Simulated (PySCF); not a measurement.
Can point charges reproduce the dipole moment of `[C-]#[NH+]` (hydrogen isocyanide)?

Coordinates (PBE0-D3(BJ)/def2-SVP, Å) and charges (e) from the PBE0/pcSseg-1 density (PySCF):

```csv
atom,x,y,z,Mulliken,IAO,Hirshfeld,ESP-fitted
C1,0.831,0.792,-0.160,+0.0979,-0.0265,-0.0651,-0.2610
N2,-0.048,0.035,0.001,-0.3068,-0.2956,-0.1281,-0.0336
H3,-0.800,-0.615,0.139,+0.2089,+0.3221,+0.1932,+0.2946
```

**Question.** Form Σ q r in debye for every column and set it beside the full dipole.

**Answer.** The full density gives (-2.23, -1.92, 0.41) D, 2.97 D in size; dipole vectors point from the negative to the positive end.

```
    scheme     μx     μy    μz  size (D)  share of the full size (%)  angle to the full dipole (°)
  Mulliken  -0.34  -0.30  0.06      0.46                          15                             0
       IAO  -1.28  -1.10  0.23      1.70                          57                             0
 Hirshfeld  -0.97  -0.84  0.18      1.30                          44                             0
ESP-fitted  -2.17  -1.87  0.40      2.89                          97                             0
```

**Question.** Which set comes closest?

**Answer.** Length of the difference vector: ESP-fitted 0.08 D, IAO 1.27 D, Hirshfeld 1.67 D, Mulliken 2.51 D. Closest: ESP-fitted. The schemes that divide the density aren't constrained to reproduce the dipole.

**Question.** What is left for the Hirshfeld atoms' own dipoles?

**Answer.** The shares of the density sum to the whole, so what Σ q r misses lies in dipoles about the nuclei. The atomic dipoles sum to (-2.23, -1.92, 0.41) − (-0.97, -0.84, 0.18) = (-1.26, -1.08, 0.23) D, 1.67 D in size.

**Question.** Give the size of the full dipole in other units.

**Answer.** 2.97 D = 1.168 au = 0.618 e·Å = 9.90 × 10⁻³⁰ C·m.

Isolated species at its PBE0-D3(BJ)/def2-SVP geometry, gas phase.
